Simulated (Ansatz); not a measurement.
Born–Oppenheimer molecular dynamics of H6NSi (8 atoms, charge 0, multiplicity 2). It starts from a rough guess of a transition structure, not a stationary point.

Computed with UKS revPBE-D4/def2-mTZVP (Ansatz).

* ensemble: NVE (velocity Verlet)
* time step: 0.5 fs
* steps asked: 150
* starting velocities drawn for: 1000 K
* seed: 641075

First frame:

```xyz
8
Properties=species:S:1:pos:R:3
H -1.459 -0.782 0.159
Si -0.150 0.328 -0.601
N 0.994 0.222 0.681
H -2.101 -1.365 0.609
H 0.250 -0.224 -1.896
H -0.563 1.719 -0.693
H 1.840 0.769 0.630
H 1.189 -0.668 1.111
```

Question: How far do the bonds stretch over the last three quarters of this one trajectory? (Pairs bonded in most of those frames.)

Answer: 
```json
{"bond": "H1–H4", "mean (Å)": "0.777", "spread (Å)": "0.079", "shortest": "0.65", "longest": "0.90"}
{"bond": "Si2–N3", "mean (Å)": "1.772", "spread (Å)": "0.043", "shortest": "1.70", "longest": "1.83"}
{"bond": "Si2–H5", "mean (Å)": "1.528", "spread (Å)": "0.055", "shortest": "1.44", "longest": "1.61"}
{"bond": "Si2–H6", "mean (Å)": "1.533", "spread (Å)": "0.068", "shortest": "1.42", "longest": "1.64"}
{"bond": "N3–H7", "mean (Å)": "1.027", "spread (Å)": "0.015", "shortest": "1.00", "longest": "1.05"}
{"bond": "N3–H8", "mean (Å)": "1.031", "spread (Å)": "0.019", "shortest": "1.00", "longest": "1.07"}
```

Mean temperature of the second half: 1136 K. The conserved energy stayed within 0.77 meV per atom of its start (net change -0.15 meV per atom), so the integration is sound. A run of 0.075 ps of so small a system gives no equilibrium averages.

Run time: 5.2 min on 1 thread of Arm Neoverse V2 (shared host), peak memory 0.11 GiB.
